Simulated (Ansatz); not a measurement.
## Ansatz (development build ahead of 0.2.0) run

```yaml
crystal:
  periodic: [false, false, false]
  atoms:
    - { symbol: S, position_ang: [0.0, 0.0, 0.0] }
    - { symbol: O, position_ang: [0.0, 0.0, 3.874] }
basis:
  gaussian: { orbitals: "6-31G" }
magnetization:
  spin_polarized: true
hamiltonian:
  xc: pbe
scf:
  omitted_lower_state_checks: [starts, atomic_configurations, cluster_reference, orbital_swaps, given_window_search, neighbouring_geometries, increment]
output:
  forces: true
```

The input is written out in the form of the current development build from the run's settings.

Results

```yaml
Converged: yes
Total_energy: -472.87849 hartree
Spin_squared_of_the_determinant: 2.001
Stability_test: minimum
```

Forces (eV/Å):
```csv
atom,Fx,Fy,Fz
S1,0.000,0.000,0.079
O2,0.000,0.000,-0.079
```

Caution: charge can spread falsely over distant fragments; another spin multiplicity may lie lower; the unrestricted determinant is a mixture of spin states.
